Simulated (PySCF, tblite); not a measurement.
SiO.
SMILES: `[O+]#[Si-]`

Method: PBE0/pcSseg-1 in PySCF (dipole) on a GFN2-xTB geometry, gas phase.

Take the most abundant isotopes and a rigid rotor. 

Problem. What are the moment of inertia and the rotational constant?

Solution. I = 23.161 u·Å², B = 505379 MHz·u·Å²/I = 21820 MHz (0.7278 cm⁻¹, or 1.047 K as hB/k). For two atoms I = μr² with μ = 10.1767 u and r = 1.5086 Å.

Problem. List the first levels of a rigid rotor in a Σ state.

Solution. E(J) = BJ(J+1): J = 1: 1.456, J = 2: 4.367, J = 3: 8.734, J = 4: 14.557, J = 5: 21.835, J = 6: 30.569 cm⁻¹.

Problem. Where do the first rotational lines fall?

Solution. The dipole is 2.86 D; J+1 ← J lies at 2B(J+1): 1 ← 0 at 43.64 GHz, 2 ← 1 at 87.28 GHz, 3 ← 2 at 130.92 GHz, 4 ← 3 at 174.56 GHz, 5 ← 4 at 218.20 GHz, 6 ← 5 at 261.84 GHz.

Problem. Estimate the classical rotational partition function at 10 K, 100 K and 298.15 K.

Solution. Point group C∞v, symmetry number σ = 1; q = kT/(σhB), k/h = 20836.6 MHz/K: 9.5 at 10 K, 95.5 at 100 K, 285 at 298.15 K.

Its GFN2-xTB frequencies are all real (lowest 1378 cm⁻¹). No vibrational averaging or centrifugal distortion is included, and the geometry carries the error of its method.

Time: 1.5 s of wall time. Hardware: an Arm Neoverse V1 with one thread, on a shared host. This is the PBE0/pcSseg-1 job that gave the dipole, with the shieldings it also computed.
